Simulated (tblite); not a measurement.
Compound: C3H6P2.
SMILES with atom numbers: `[CH:1]#[C:2][PH:3][CH2:4][PH2:5]` (hydrogens: H6 on C1; H7 on P3; H8, H9 on C4; H10, H11 on P5)

Computed with GFN2-xTB (tblite), gas phase: L-BFGS steps from a force-field or distance-geometry start until the largest atomic force falls under 0.01 eV/Å.

At the end of the run (lengths in Å): P3–C4 1.870, P3–H7 1.408, C4–P5 1.864, P5–H10 1.397, P5–H11 1.393, C1≡C2 1.203, C4–H9 1.097, P3–C4–P5 119.9°, C2–P3–C4 99.2°, C1–C2–P3 173.7°, C2–P3–C4–P5 52°, H8–C4–P3–C2 175°, H7–P3–C4–P5 -43°.

Question: These geometries were met on the way; a selection of coordinates is given. Order them by energy above the end point, lowest first.
A. P3–C4 1.877, P3–H7 1.393, C4–P5 1.869, P5–H10 1.390, P5–H11 1.392, C1≡C2 1.198, C4–H9 1.086, P3–C4–P5 124.6°, C2–P3–C4 103.5°, C1–C2–P3 166.3°, C2–P3–C4–P5 71°, H8–C4–P3–C2 -168°, H7–P3–C4–P5 -30°
B. P3–C4 1.877, P3–H7 1.400, C4–P5 1.871, P5–H10 1.395, P5–H11 1.393, C1≡C2 1.203, C4–H9 1.098, P3–C4–P5 123.9°, C2–P3–C4 102.4°, C1–C2–P3 164.9°, C2–P3–C4–P5 70°, H8–C4–P3–C2 -170°, H7–P3–C4–P5 -27°
C. P3–C4 1.924, P3–H7 1.445, C4–P5 1.901, P5–H10 1.427, P5–H11 1.417, C1≡C2 1.197, C4–H9 1.101, P3–C4–P5 122.8°, C2–P3–C4 102.7°, C1–C2–P3 167.2°, C2–P3–C4–P5 72°, H8–C4–P3–C2 -167°, H7–P3–C4–P5 -32°
D. P3–C4 1.973, P3–H7 1.497, C4–P5 1.934, P5–H10 1.462, P5–H11 1.437, C1≡C2 1.242, C4–H9 1.128, P3–C4–P5 123.5°, C2–P3–C4 101.0°, C1–C2–P3 165.8°, C2–P3–C4–P5 71°, H8–C4–P3–C2 -168°, H7–P3–C4–P5 -32°
E. P3–C4 1.846, P3–H7 1.457, C4–P5 1.853, P5–H10 1.452, P5–H11 1.438, C1≡C2 1.224, C4–H9 1.101, P3–C4–P5 107.6°, C2–P3–C4 110.4°, C1–C2–P3 179.1°, C2–P3–C4–P5 80°, H8–C4–P3–C2 -164°, H7–P3–C4–P5 -43°

Answer: B (0.085 eV), A (0.142 eV), C (0.263 eV), D (0.540 eV), E (1.649 eV).

```
step  E above end (eV)  rms distance from the end, all atoms (Å)  largest force (eV/Å)  rms shift of all bonds from the end (Å)
  12             0.085                                     0.312                 0.276                                    0.004
   5             0.142                                     0.332                 1.328                                    0.011
   4             0.263                                     0.342                 1.548                                    0.029
   2             0.540                                     0.350                 4.692                                    0.058
   0             1.649                                     0.384                 3.609                                    0.032
```

Rows stand in the order of the answer.
